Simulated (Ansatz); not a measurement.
CCSD(T) against full CI for several species

Each species is computed at the geometry given (Å), with frozen cores, in Ansatz 0.2.0: RHF-CCSD(T) for singlets, UHF-CCSD(T) otherwise, and full CI in the same basis. The program picks the determinant by trial CCSD, so it needn't be the lowest Hartree–Fock solution. States: Cl2 Σg⁺ or Δg, SiN⁺ Π, C2H2 Σg⁺ or Δg, ClF Σ⁺ or Δ, AlS Σ⁺ or Δ. Cases whose determinant has another symmetry than full CI's state, or whose (Q) step broke down, weren't drawn.

Question: Judging by size, spin and bonding and the diagnostics given, rank them by the size of CCSD(T)'s error in total energy against full CI in the same basis, smallest first (an estimate).
A. C2H2, singlet, 6-31G: C 0.000 0.000 0.608; C 0.000 0.000 -0.608; H 0.000 0.000 -1.674; H 0.000 0.000 1.674. T1 0.013, (T) -169 meV in a correlation energy of -5.59 eV
B. Cl$_{2}$, singlet, 6-31G: Cl 0.000 0.000 0.000; Cl 0.000 0.000 2.015. T1 0.007, (T) -39 meV in a correlation energy of -2.80 eV
C. SiN⁺, triplet, cc-pVDZ: Si 0.000 0.000 0.000; N 0.000 0.000 1.558. T1 0.060, (T) -200 meV in a correlation energy of -5.43 eV
D. ClF, singlet, 6-31G: F 0.000 0.000 0.000; Cl 0.000 0.000 1.659. T1 0.009, (T) -71 meV in a correlation energy of -4.97 eV
E. AlS, doublet, cc-pVDZ: Al 0.000 0.000 0.000; S 0.000 0.000 2.032. T1 0.031, (T) -253 meV in a correlation energy of -5.27 eV

Answer: B (12.0 meV), D (23.5 meV), A (31.5 meV), E (52.9 meV), C (76.4 meV).

```
      species    basis  correlated electrons  CCSD(T) − full CI (meV)  CCSDT(Q) − full CI (meV)  unpaired electrons (full CI)     T1  ⟨S²⟩ of the determinant
 Cl2, singlet    6-31G                    14                     12.0                       0.6                          0.04  0.007                     0.00
 ClF, singlet    6-31G                    14                     23.5                      -0.5                          0.05  0.009                     0.00
C2H2, singlet    6-31G                    10                     31.5                       1.4                          0.11  0.013                     0.00
 AlS, doublet  cc-pVDZ                     9                     52.9                      -7.7                          1.12  0.031                     0.77
SiN⁺, triplet  cc-pVDZ                     8                     76.4                      -2.4                          2.13  0.060                     2.08
```

Unpaired electrons are Σ n²(2−n)² over natural occupations; an open shell counts its own unpaired electrons too. Frozen cores follow each run's orbitals, which moves totals by a few meV.
